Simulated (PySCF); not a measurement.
Molecule: SMILES CC(C)N, C3H9N.

Geometry:
```
atom   x (Å)   y (Å)   z (Å)
  C1  -0.625   1.138   0.491
  C2  -0.055   0.007  -0.351
  C3   1.332  -0.398   0.126
  N4  -0.941  -1.143  -0.262
  H5   0.021   2.028   0.453
  H6  -0.724   0.816   1.540
  H7  -1.624   1.436   0.134
  H8   0.050   0.388  -1.392
  H9   1.747  -1.205  -0.499
 H10   1.282  -0.766   1.162
 H11   2.031   0.450   0.084
 H12  -0.598  -1.900  -0.851
 H13  -1.867  -0.905  -0.614
```

Geometry PBE0-D3(BJ)/def2-SVP throughout; GIAO in PySCF, gas phase, one conformer, non-relativistic; equivalent atoms averaged; basis pcSseg-2.

(1) How do the absolute shieldings σ depend on the functional? (ppm; last column core-seconds on shared hosts with different chips, so compare them loosely; the GGAs took longer than the global hybrids here, which isn't the general rule, and the cause wasn't traced)

(2) Which nucleus moves most, in ppm?

Answers

(1) 
```csv
functional,kind,C2,C1/C3,N4,H8,H5/H6/H7/H9/H10/H11,H12/H13,core-s
HF,Hartree–Fock,150.1,164.9,215.4,29.03,30.71,31.06,22
LDA,LDA,130.9,152.3,197.1,27.05,29.85,30.10,47
PBE,GGA,130.0,151.7,196.1,27.58,30.25,30.55,61
BLYP,GGA,124.0,146.6,190.3,27.79,30.41,30.68,62
BP86,GGA,129.7,151.4,196.2,27.66,30.30,30.61,62
OPBE,GGA,136.9,158.2,204.8,27.67,30.31,30.66,61
KT2,GGA,133.6,155.3,197.1,27.53,30.26,30.51,62
KT3,GGA,132.6,154.7,197.9,27.79,30.43,30.70,61
B97-D,GGA,129.4,151.4,196.6,27.85,30.43,30.73,61
B3LYP,global hybrid,130.5,151.2,197.0,28.06,30.43,30.74,43
PBE0,global hybrid,137.3,156.9,203.8,27.96,30.32,30.66,44
mPW1PW91,global hybrid,136.6,156.3,203.4,28.03,30.36,30.72,44
WP04,global hybrid,121.7,145.0,192.4,28.50,30.67,30.97,20
B97-2,global hybrid,136.3,156.4,203.2,28.07,30.42,30.76,25
BHandHLYP,global hybrid,138.5,156.8,204.7,28.41,30.48,30.81,19
CAM-B3LYP,range-separated hybrid,135.4,154.8,202.7,28.14,30.36,30.69,26
wB97X-D,range-separated hybrid,137.8,156.9,205.1,28.20,30.40,30.77,26
LC-wPBE,range-separated hybrid,144.0,161.5,212.9,28.30,30.37,30.78,37
```

(2) C2 (sp3 CH bonded to N): from 121.7 ppm with WP04 to 150.1 ppm with HF. The smallest spread is 0.86 ppm, at H5/H6/H7/H9/H10/H11. Proton shifts span only some 12 ppm, so a few tenths of a ppm matter as much there as several ppm in carbon.
